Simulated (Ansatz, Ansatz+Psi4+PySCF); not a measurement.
```xyz
3

O     0.0000    1.1038   -0.2285
O     0.0000    0.0000    0.4571
O     0.0000   -1.1038   -0.2285
```

Basis set: cc-pVTZ (spherical functions). Frozen core: 3 orbitals. Charge 0, multiplicity 1.

Computed with Ansatz (development build ahead of 0.2.0); each method stands on the lowest determinant of its kind that the runs found. Restricted open shells among the atoms or ions are ROHF, correlated in semicanonical orbitals with singles.

(1) Give the atomization energy at this shape (free ground-state atoms in the same class of orbitals less the molecule, no zero-point energy) of singlet O₃ by RHF-CCSD(T), RHF-CCSD, RHF-MP2.

## Answers

(1)

```json
{"method": "RHF-CCSD(T)", "atomization energy": "5.72 eV"}
{"method": "RHF-CCSD", "atomization energy": "4.60 eV"}
{"method": "RHF-MP2", "atomization energy": "6.89 eV"}
```

Caution: large share of triples, a single reference is doubtful; unrestricted orbitals would lower the determinant. Caution for RHF-CCSD(T), RHF-CCSD: the program doubts this total.
